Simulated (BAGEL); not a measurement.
# C5H7N (SMILES Cc1cc[nH]c1) at HF/6-31G(d) (density fitting with cc-pvqz-jkfit, spherical functions)

Aim: the vertical ionisation energy of C5H7N at HF/6-31G* (density fitting with cc-pvqz-jkfit, spherical functions), from 2 runs. 

The results are computed with BAGEL 1.2.2.

## 1. The molecule

The species is C5H7N (13 atoms), meant as a singlet with charge 0. As SMILES, `Cc1cc[nH]c1`. Geometry: relaxed at PBE0-D4/def2-TZVP.

Bond lengths: C1–C2 1.490 Å, C2–C3 1.421 Å, C3–C4 1.371 Å, C4–N5 1.361 Å, C2–C6 1.373 Å, N5–C6 1.366 Å, C1–H7 1.094 Å, C1–H8 1.094 Å, C1–H9 1.092 Å, C3–H10 1.080 Å, C4–H11 1.078 Å, N5–H12 1.003 Å, C6–H13 1.079 Å. Some angles: C1–C2–C3 126.9°, C1–C2–C6 126.6°, C3–C2–C6 106.5°, C2–C3–C4 107.8°, C3–C4–N5 107.7°, C4–N5–C6 109.7°, C2–C6–N5 108.3°, C2–C1–H7 111.6°, C2–C1–H8 111.6°, C2–C1–H9 111.1°.

## 2. The energy at HF/6-31G(d) (density fitting with cc-pvqz-jkfit, spherical functions)

The input, input.json:

```json
{ "bagel" : [

{
  "title" : "molecule",
  "basis" : "6-31gs.json",
  "df_basis" : "cc-pvqz-jkfit",
  "angstrom" : "true",
  "geometry" : [
    { "atom" : "C", "xyz" : [      -0.454960,      -0.682720,       1.762210 ] },
    { "atom" : "C", "xyz" : [      -0.106710,      -0.158560,       0.411770 ] },
    { "atom" : "C", "xyz" : [       0.548260,      -0.862120,      -0.634670 ] },
    { "atom" : "C", "xyz" : [       0.671020,      -0.009580,      -1.700840 ] },
    { "atom" : "N", "xyz" : [       0.117470,       1.181760,      -1.343300 ] },
    { "atom" : "C", "xyz" : [      -0.357450,       1.103910,      -0.065170 ] },
    { "atom" : "H", "xyz" : [       0.435410,      -1.003690,       2.310490 ] },
    { "atom" : "H", "xyz" : [      -1.123260,      -1.546220,       1.697970 ] },
    { "atom" : "H", "xyz" : [      -0.956020,       0.079100,       2.362490 ] },
    { "atom" : "H", "xyz" : [       0.891120,      -1.885340,      -0.603750 ] },
    { "atom" : "H", "xyz" : [       1.105180,      -0.156940,      -2.676610 ] },
    { "atom" : "H", "xyz" : [       0.065780,       1.993740,      -1.929300 ] },
    { "atom" : "H", "xyz" : [      -0.835840,       1.946680,       0.408690 ] }
  ]
},

{ "title" : "hf" },

{ "title" : "print", "file" : "orbitals.molden", "orbitals" : "true" }

]}
```

The basis set 6-31G* is read from a file made from the Basis Set Exchange's data (not shown).

Launch:

```bash
$ BAGEL_NUM_THREADS=1 BAGEL input.json > input.out
```

Log:

```text
* using 1 threads per process

  ===============================================================
  ===============================================================

  *** Geometry ***

  { "atom" : "C", "xyz" : [     -0.859750,     -1.290154,      3.330094 ] },
  { "atom" : "C", "xyz" : [     -0.201653,     -0.299635,      0.778133 ] },
  { "atom" : "C", "xyz" : [      1.036061,     -1.629171,     -1.199352 ] },
  { "atom" : "C", "xyz" : [      1.268044,     -0.018104,     -3.214122 ] },
  { "atom" : "N", "xyz" : [      0.221986,      2.233203,     -2.538469 ] },
  { "atom" : "C", "xyz" : [     -0.675483,      2.086088,     -0.123153 ] },
  { "atom" : "H", "xyz" : [      0.822806,     -1.896699,      4.366193 ] },
  { "atom" : "H", "xyz" : [     -2.122654,     -2.921932,      3.208698 ] },
  { "atom" : "H", "xyz" : [     -1.806616,      0.149477,      4.464459 ] },
  { "atom" : "H", "xyz" : [      1.683973,     -3.562776,     -1.140922 ] },
  { "atom" : "H", "xyz" : [      2.088488,     -0.296574,     -5.058060 ] },
  { "atom" : "H", "xyz" : [      0.124306,      3.767623,     -3.645849 ] },
  { "atom" : "H", "xyz" : [     -1.579509,      3.678692,      0.772312 ] },

  Number of auxiliary basis functions:      993

  Since a DF basis is specified, we compute 2- and 3-index integrals:
    o Being stored without compression. Storage requirement is 0.076 GB

  Number of basis functions:       98
  Number of electrons      :       44

    * METHOD: MOLECULE                             1.65

  *** RHF ***

  === Nuclear Repulsion ===
   222.0438417097

      * DIIS with orbital gradients will be used.

  === RHF iteration (6-31gs.json) ===
      0       -247.67290591          0.01520665           0.20
      1       -247.81800767          0.00647708           0.20
      2       -247.84171308          0.00178625           0.19
      3       -247.84381449          0.00034456           0.20
      4       -247.84389714          0.00009854           0.23
      5       -247.84390470          0.00002913           0.24
      6       -247.84390560          0.00001251           0.25
      7       -247.84390593          0.00000430           0.29
      8       -247.84390598          0.00000151           0.26
      9       -247.84390598          0.00000062           0.24
     10       -247.84390599          0.00000023           0.25
     11       -247.84390599          0.00000008           0.24
     12       -247.84390599          0.00000002           0.24
     13       -247.84390599          0.00000001           0.29
     14       -247.84390599          0.00000001           0.24
    * SCF iteration converged.

    * Permanent dipole moment:
           (    0.034305,    -0.569770,     0.416180) a.u.

    * METHOD: HF                                   3.99

    * METHOD: PRINT                                0.02

  ===============================================================
```

It took 6.3 s on 1 thread of Intel Xeon 6975P-C (Granite Rapids), shared host; peak memory 0.26 GiB.

## 3. The doublet cation at the same level

The input, job.json:

```json
{ "bagel" : [

{
  "title" : "molecule",
  "basis" : "6-31gs.json",
  "df_basis" : "cc-pvqz-jkfit",
  "angstrom" : true,
  "geometry" : [
    { "atom" : "C", "xyz" : [   -0.454960,   -0.682720,    1.762210 ] },
    { "atom" : "C", "xyz" : [   -0.106710,   -0.158560,    0.411770 ] },
    { "atom" : "C", "xyz" : [    0.548260,   -0.862120,   -0.634670 ] },
    { "atom" : "C", "xyz" : [    0.671020,   -0.009580,   -1.700840 ] },
    { "atom" : "N", "xyz" : [    0.117470,    1.181760,   -1.343300 ] },
    { "atom" : "C", "xyz" : [   -0.357450,    1.103910,   -0.065170 ] },
    { "atom" : "H", "xyz" : [    0.435410,   -1.003690,    2.310490 ] },
    { "atom" : "H", "xyz" : [   -1.123260,   -1.546220,    1.697970 ] },
    { "atom" : "H", "xyz" : [   -0.956020,    0.079100,    2.362490 ] },
    { "atom" : "H", "xyz" : [    0.891120,   -1.885340,   -0.603750 ] },
    { "atom" : "H", "xyz" : [    1.105180,   -0.156940,   -2.676610 ] },
    { "atom" : "H", "xyz" : [    0.065780,    1.993740,   -1.929300 ] },
    { "atom" : "H", "xyz" : [   -0.835840,    1.946680,    0.408690 ] }
  ]
},
{ "title" : "uhf", "charge" : 1, "nopen" : 1 },
{ "title" : "print", "file" : "orbitals.molden", "orbitals" : true }

]}
```

The basis set 6-31G* is read from a file made from the Basis Set Exchange's data (not shown).

Launch:

```bash
$ BAGEL_NUM_THREADS=1 BAGEL job.json > job.out
```

Log:

```text
* using 1 threads per process

  ===============================================================
  ===============================================================

  *** Geometry ***

  { "atom" : "C", "xyz" : [     -0.859750,     -1.290154,      3.330094 ] },
  { "atom" : "C", "xyz" : [     -0.201653,     -0.299635,      0.778133 ] },
  { "atom" : "C", "xyz" : [      1.036061,     -1.629171,     -1.199352 ] },
  { "atom" : "C", "xyz" : [      1.268044,     -0.018104,     -3.214122 ] },
  { "atom" : "N", "xyz" : [      0.221986,      2.233203,     -2.538469 ] },
  { "atom" : "C", "xyz" : [     -0.675483,      2.086088,     -0.123153 ] },
  { "atom" : "H", "xyz" : [      0.822806,     -1.896699,      4.366193 ] },
  { "atom" : "H", "xyz" : [     -2.122654,     -2.921932,      3.208698 ] },
  { "atom" : "H", "xyz" : [     -1.806616,      0.149477,      4.464459 ] },
  { "atom" : "H", "xyz" : [      1.683973,     -3.562776,     -1.140922 ] },
  { "atom" : "H", "xyz" : [      2.088488,     -0.296574,     -5.058060 ] },
  { "atom" : "H", "xyz" : [      0.124306,      3.767623,     -3.645849 ] },
  { "atom" : "H", "xyz" : [     -1.579509,      3.678692,      0.772312 ] },

  Number of auxiliary basis functions:      993

  Since a DF basis is specified, we compute 2- and 3-index integrals:
    o Being stored without compression. Storage requirement is 0.076 GB

  Number of basis functions:       98
  Number of electrons      :       44

    * METHOD: MOLECULE                             1.27

  *** Open-shell HF ***

  === Nuclear Repulsion ===
   222.0438417097

      * DIIS with orbital gradients will be used.

  === UHF iteration (6-31gs.json) ===
      0       -247.45507771          0.02613257           0.50
      1       -247.58449612          0.00994672           0.48
      2       -247.59999878          0.00480407           0.37
      3       -247.60420141          0.00105315           0.35
      4       -247.60508574          0.00040564           0.37
      5       -247.60528816          0.00016934           0.35
      6       -247.60552963          0.00011142           0.34
      7       -247.60560173          0.00008862           0.35
      8       -247.60565395          0.00008615           0.34
      9       -247.60569147          0.00007798           0.34
     10       -247.60575464          0.00006801           0.36
     11       -247.60582279          0.00004464           0.35
     12       -247.60584898          0.00002542           0.36
     13       -247.60584981          0.00001946           0.44
     14       -247.60585162          0.00000841           0.36
     15       -247.60585214          0.00000284           0.35
     16       -247.60585217          0.00000135           0.35
     17       -247.60585219          0.00000090           0.34
     18       -247.60585220          0.00000066           0.34
     19       -247.60585221          0.00000040           0.37
     20       -247.60585221          0.00000023           0.37
     21       -247.60585221          0.00000018           0.38
     22       -247.60585221          0.00000013           0.40
     23       -247.60585221          0.00000004           0.41
     24       -247.60585221          0.00000003           0.64
     25       -247.60585221          0.00000001           0.63
     26       -247.60585221          0.00000001           0.63
    * SCF iteration converged.

    * S^2 (UHF) is 0.8285

    * Permanent dipole moment:
           (    0.025291,    -0.803874,     0.646023) a.u.

    * METHOD: UHF                                 11.30

    * METHOD: PRINT                                0.02

  ===============================================================
```

Run time: 13 s. Hardware: 1 thread of Intel Xeon 6975P-C (Granite Rapids), shared host; peak memory 0.26 GiB.

## 4. Summary of results

At HF/6-31G* (density fitting with cc-pvqz-jkfit, spherical functions):

| quantity | value |
| --- | --- |
| singlet C5H7N: total energy | -247.84391 Eh |
| singlet C5H7N: dipole moment | 1.80 D |
| singlet C5H7N: HOMO energy | -7.74 eV |
| singlet C5H7N: LUMO energy | 5.66 eV |
| singlet C5H7N: HOMO–LUMO gap | 13.41 eV |
| doublet cation: total energy | -247.60585 Eh |
| doublet cation: ⟨S²⟩ | 0.829 |
| vertical ionisation energy (to the doublet cation) | 6.478 eV |

In words: Removing an electron at fixed nuclei costs 6.48 eV (625 kJ/mol). The negative HOMO energy of the first species, 7.74 eV, lies 1.27 eV above that difference.
